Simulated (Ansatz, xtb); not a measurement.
**Ranking isomers of C2H4O2**

3 gas-phase structures of C2H4O2, from a drawn sample of its isomers (lower ones may exist). Each was relaxed with GFN2-xTB:

A. `O/C=C\O`, a singlet
B. `C=C(O)O`, a singlet
C. `O/C=C/O`, a singlet

**Question.** Which do you expect lowest at r2SCAN-D4/def2-SVP, and how would the others follow?

**Answer.** Calculated order at r2SCAN-D4/def2-SVP: B (0.0), A (14.1), C (15.3) kcal/mol.

Energies above the lowest of each column, in kcal/mol; the last columns are at PBE-D3(BJ)/def2-SVP geometries:

```csv
structure,GFN2-xTB,HF/STO-3G,r2SCAN-D4/def2-SVP,PBE-D3(BJ)/def2-SVP,CCSD(T)/def2-TZVP
B,0.0,0.0,0.0,0.0,0.0
A,10.6,11.4,14.1,8.6,8.3
C,12.1,11.2,15.3,13.9,13.6
```

Every level run on B puts it lowest or level with the lowest. Flexible structures stand in one conformer each, not always the lowest.

Programs: Ansatz 0.2.0, xtb 6.7.1.
